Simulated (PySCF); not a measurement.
Gas-phase reaction: 2 BCl2NH2 + N2 + Cl2 = 2 BCl3 + 4 NH

Method: PySCF energies (xtb for GFN2) plus ideal-gas RRHO corrections (1 bar). † marks an energy on the PBE0/def2-TZVP geometry and frequencies; other levels use their own. MP2 freezes the core. 6-31G* has spherical d functions here. Open shells (unrestricted): NH (multiplicity 3); the rest are closed-shell singlets. GFN2 has no spin-polarisation term. B3LYP is the form with VWN-RPA correlation. BCl2NH2: computed as isolated molecules; such fragments, hydroxides, amides, oligomers or adducts are transient or little studied in the gas. MP2 isn't extrapolated to the basis-set limit.

```json
[
 {"level": "B3LYP/6-31G*", "ΔH°(298 K), kJ": "1359"},
 {"level": "B3LYP/def2-TZVP†", "ΔH°(298 K), kJ": "?"},
 {"level": "GFN2-xTB", "ΔH°(298 K), kJ": "?"},
 {"level": "MP2/def2-TZVPP†", "ΔH°(298 K), kJ": "1475"},
 {"level": "PBE/def2-TZVP†", "ΔH°(298 K), kJ": "1472"},
 {"level": "PBE0/def2-SVP†", "ΔH°(298 K), kJ": "1380"},
 {"level": "PBE0/def2-TZVP", "ΔH°(298 K), kJ": "1391"},
 {"level": "r2SCAN/def2-TZVP†", "ΔH°(298 K), kJ": "?"},
 {"level": "LDA/def2-TZVP†", "ΔH°(298 K), kJ": "1728"},
 {"level": "ωB97X-V/def2-TZVP†", "ΔH°(298 K), kJ": "?"}
]
```

Q: What belongs in the gaps?

A: 
- B3LYP/def2-TZVP†, ΔH°(298 K), kJ: 1398
- GFN2-xTB, ΔH°(298 K), kJ: 2135
- r2SCAN/def2-TZVP†, ΔH°(298 K), kJ: 1363
- ωB97X-V/def2-TZVP†, ΔH°(298 K), kJ: 1435
